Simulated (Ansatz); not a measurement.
# CH₃Si+ (triplet): wave-function methods side by side, cc-pVDZ

An exercise on one series of results from a longer session: the logs are not shown, and one member is left open.

Method: cc-pVDZ, core rule «outside noble gas», up to 6 orbitals frozen; program: Ansatz 0.2.0, Gaussian basis.

The runs, in order: UHF; CCSD(T) on ROHF; CCSD(T) on UHF; BCCD(T) on ROHF; CISD; CCSDT(Q) on ROHF; CCSDT(Q) on UHF; CASSCF and MRCISD+Q, 10 electrons in 11 orbitals; CASSCF and NEVPT2, 10 electrons in 11 orbitals.

16 further runs of the same task are left out: 6 that didn't finish, 10 set aside as unsound or not needed.

**The geometry**

The geometry is a PBE0/def2-TZVP stationary point (not a proven minimum) of the parent state, kept for this charge and spin.

5 atoms, charge 1, spin multiplicity 3.

Atoms are counted from 1 here; the program's logs count them from 0.

Bond lengths: Si1–C2 1.668 Å, Si1–H3 1.479 Å, Si1–H4 1.479 Å, C2–H5 1.073 Å. Angles: C2–Si1–H3 122.5°, C2–Si1–H4 122.5°, H3–Si1–H4 115.0°, Si1–C2–H5 180.0°.

The first run:

Contents of in.yaml:

```yaml
crystal:
  periodic: [false, false, false]
  atoms:
    - {symbol: Si, position_ang: [0.000000, 0.000000, 0.491574]}
    - {symbol: C, position_ang: [0.000000, 0.000000, -1.176602]}
    - {symbol: H, position_ang: [0.000000, 1.247023, 1.286284]}
    - {symbol: H, position_ang: [0.000000, -1.247023, 1.286284]}
    - {symbol: H, position_ang: [0.000000, 0.000000, -2.249409]}
basis:
  gaussian: {orbitals: cc-pVDZ}
total_charge: 1
magnetization: {spin_polarized: true, initial_magnetization: 2}
hamiltonian: {xc: hf}
output: {orbitals: {seedname: orbitals}}
```

Launch:

```sh
$ ansatz run in.yaml --threads 1 --pin off --events-out ev --progress --plain --max-ram 2393MiB
```

Steps of the session up to this table: UHF; CCSD(T) on ROHF; CCSD(T) on UHF; BCCD(T) on ROHF; CISD; CCSDT(Q) on ROHF; CCSDT(Q) on UHF; CASSCF and MRCISD+Q, 10 electrons in 11 orbitals; CASSCF and NEVPT2, 10 electrons in 11 orbitals.

One of the session's tables, all rows but one given; the rest of the session is left out.

```
          method  from UCCSDT(Q) (meV)
            ROHF               +5626.6
             UHF               +5450.7
            RMP2               +1139.8
            UMP2                     ?
            CISD                +484.8
           RCCSD                +153.1
           UCCSD                +150.1
        RCCSD(T)                 +33.7
        UCCSD(T)                 +33.1
         BCCD(T)                 +33.3
          RCCSDT                  +6.6
          UCCSDT                  +5.7
       RCCSDT(Q)                  +1.2
       UCCSDT(Q)                     0
  CASSCF valence               +3378.1
  NEVPT2 valence                +869.1
  MRCISD valence                +190.5
MRCISD+Q valence                 +21.3
```

Estimate the missing values for UMP2.

**Answer.** from UCCSDT(Q) (meV): +1141.8. In the column «from UCCSDT(Q) (meV)» it lies between RMP2 (+1139.8) and CASSCF valence (+3378.1).

To keep in mind: Restricted and unrestricted rows rest on different reference determinants; where their highest levels disagree by more than a few hundredths of an eV, they describe different states and don't form one ladder.
